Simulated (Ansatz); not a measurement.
A nudged elastic band was laid between two geometries of CH4BO (7 atoms, charge 1, multiplicity 1).

The calculation used RKS BHLYP/def2-SVP (Ansatz 0.2.0).

```yaml
movable_images: 5
climbing_image: yes
spring: 5.0 eV/Å²
optimiser: quadratic models (default)
start_path: straight line
force_threshold: 0.05 eV/Å
iteration_limit: 60
end_points: relaxed
```

Image 0:

```xyz
7
Properties=species:S:1:pos:R:3
B -1.052 0.418 -0.682
O -0.060 -0.175 0.117
C 1.001 -0.416 0.663
H -1.136 -0.032 -1.774
H -1.684 1.258 -0.136
H 1.052 -1.262 1.354
H 1.878 0.208 0.458
```

Image 6:

```xyz
7
Properties=species:S:1:pos:R:3
B -1.116 0.323 -0.628
O 0.157 0.144 -0.062
C 1.083 -0.297 0.595
H -1.283 -0.247 -1.652
H -1.828 1.047 -0.016
H 0.933 -1.171 1.238
H 2.055 0.200 0.526
```

Problem. What changes between the two ends?

Solution. No bond is made or broken.  The two ends are copies of one structure, up to a mirror image or an exchange of like atoms.

Problem. What energy profile does the band end with?

Solution. The forces met the threshold. The highest image is number 3 of 0 to 6, 0.002 eV above the ends, which have the same energy within 2 meV. The top lies less than 8 meV above the higher end, about what the thresholds resolve: that end is a shoulder or a very shallow well. Another band between the same ends (5 images) ends at a top of the same energy, where a vibrational analysis finds 1 clearly imaginary mode. Limits of this set-up: the dipole of an ion depends on the origin.

```tsv
image	path coordinate (Å)	energy (eV)
0	0.00	0.000
1	0.10	0.001
2	0.21	0.002
3	0.31	0.002
4	0.41	0.002
5	0.52	0.001
6	0.62	0.000
```

Problem. What is the geometry of the highest image?

Solution. 
```xyz
7
Properties=species:S:1:pos:R:3
B -1.094 0.375 -0.661
O 0.055 -0.016 0.032
C 1.053 -0.360 0.636
H -1.226 -0.136 -1.722
H -1.771 1.160 -0.087
H 1.002 -1.226 1.303
H 1.982 0.204 0.500
```

The run took 34 s on 1 thread of Intel(R) Xeon(R) 6975P-C (Granite Rapids), on a shared host, peak memory 0.12 GiB.
